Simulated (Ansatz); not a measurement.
**How far a parabola holds: energy against volume of bcc W**

We consider bcc W, described by PBE in Ansatz (PAW). Settings: plane-wave cutoff 520 eV, 24×24×24 k mesh, Fermi–Dirac smearing 0.05 eV, no spin polarisation, scalar-relativistic PAW data made under PBE. The cell has no free parameter but its volume, all volumes share cutoff and mesh, and the runs aren't spin-polarised. Energies are free energies at the run's smearing, counted from the lowest row; static lattice.

| V (Å³/atom) | E (meV/atom) |
|---|---|
| 15.165 | ? |
| 15.488 | 26.26 |
| 15.811 | 6.36 |
| 16.133 | 0.00 |
| 16.456 | 5.86 |
| 16.779 | 22.74 |

The 5 complete rows are fitted with a parabola, E against V. With u = V - 16.1, the rows have u = -0.6120, -0.2890, 0.0330, 0.3560, 0.6790. Least squares gives E = 0.140 - 6.2770·u + 58.8087·u². Residuals (row less fit): 0.252, -0.506, 0.003, 0.501, -0.251; standard error 0.563 (degrees of freedom: 2). The fitted curve has its minimum at V = 16.2, where E = -0.03. Its curvature is d²E/dV² = 2 × 58.8087 meV/Å⁶, so B = V0·d²E/dV² × 0.1602 = 304 GPa.

Question: What does the fit predict for E at V = 15.165, and how far is the calculated value from it?

Answer: u = -0.9350, so E = 0.140 - 6.2770 × (-0.9350) + 58.8087 × (-0.9350)² = 57.421 meV/atom. The calculation gives 61.14 meV/atom, 3.719 meV/atom above the prediction (6.1 % of the range of E in the table). The row lies outside the fitted rows, so this is an extrapolation. From the scatter of the fitted rows alone, a prediction at this place has a standard error of 1.333 meV/atom, so the miss is 2.8 times that.

The residuals are curvature that a parabola lacks, not noise. A solid that stiffens under compression and softens on expansion lies above the parabola at the compressed end and under it at the expanded end, as this row does. A third-order Birch-Murnaghan fit to the whole scan has B0 = 303 GPa. Only scans are tabulated whose curvature falls smoothly with volume, and where the parabola meets the shown rows within 5 % of their range and misses the end by 0.1 meV or more.

Measured, for comparison: bulk modulus 312 GPa (zero-point energy and finite temperature contributions removed, sources range from 300 to 328; as tabulated in doi:10.1021/acs.jctc.3c00612). Computed less measured: bulk modulus -2.9 % (inside the range of the sources held).

Spin–orbit coupling is not included.

Ansatz is a first-principles code.
